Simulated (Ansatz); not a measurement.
# C3H3F3: the cost of one run

Program: Ansatz 0.2.0. Level of theory: the levels named in each step. These are calculated values, not measurements.

### 1 Starting point

Bond lengths: C1–C2 1.319 Å, C2–F3 1.341 Å, C2–C4 1.510 Å, C4–F5 1.353 Å, C4–F6 1.354 Å, C1–H7 1.073 Å, C1–H8 1.075 Å, C4–H9 1.101 Å. Angles: C1–C2–F3 121.2°, C1–C2–C4 125.3°, F3–C2–C4 113.6°, C2–C1–H7 121.3°, C2–C1–H8 120.7°, H7–C1–H8 118.0°, C2–C4–F5 111.3°, C2–C4–F6 111.2°, C2–C4–H9 111.5°, F5–C4–F6 106.5°, F5–C4–H9 108.1°, F6–C4–H9 108.1°.

Structure file:

```xyz
9

C     1.9852   -0.6089   -0.0795
C     0.8235    0.0106   -0.1638
F     0.7209    1.2198   -0.7339
C    -0.4910   -0.5288    0.3476
F    -1.4013   -0.6282   -0.6484
F    -1.0277    0.2939    1.2791
H     2.0694   -1.5764    0.3765
H     2.8790   -0.1541   -0.4669
H    -0.3694   -1.5246    0.8009
```

### 2 A rough first relaxation, PBE-D4/def2-SVP

This run stands in another session on the same molecule. It ended at:

```xyz
9

C     1.9933   -0.6120   -0.0787
C     0.8124    0.0150   -0.1622
F     0.6848    1.2253   -0.7272
C    -0.4951   -0.5301    0.3498
F    -1.3958   -0.6235   -0.6735
F    -1.0201    0.3161    1.2858
H     2.0630   -1.6033    0.3892
H     2.9055   -0.1468   -0.4787
H    -0.3594   -1.5374    0.8071
```

### 3 Relaxation, HF/STO-3G

The input, input.yaml:

```yaml
crystal:
  periodic: [false, false, false]
  atoms:
    - { symbol: C, position_ang: [1.99329773, -0.61197367, -0.07867958] }
    - { symbol: C, position_ang: [0.81243942, 0.01501306, -0.16218617] }
    - { symbol: F, position_ang: [0.68479979, 1.22526273, -0.72719466] }
    - { symbol: C, position_ang: [-0.49507797, -0.53011455, 0.34980366] }
    - { symbol: F, position_ang: [-1.39576008, -0.62351356, -0.67354824] }
    - { symbol: F, position_ang: [-1.02008413, 0.31610588, 1.28576044] }
    - { symbol: H, position_ang: [2.06299057, -1.60328526, 0.38922855] }
    - { symbol: H, position_ang: [2.90551164, -0.14682203, -0.47868422] }
    - { symbol: H, position_ang: [-0.35942698, -1.53741258, 0.80708022] }
basis:
  gaussian: { orbitals: STO-3G }
hamiltonian:
  xc: hf
relax:
  f_tol: 0.002
  max_steps: 150
```

Started as:

```
$ ansatz run input.yaml --threads 4 --pin off --max-ram 10240MiB --backend cpu --events-out ev --progress --plain --runs-dir out
```

What time and memory should one allow on 4 threads of AMD EPYC 9R14 (Zen 4), shared host?

About 2.2 s, with a peak of 0.1 GiB.
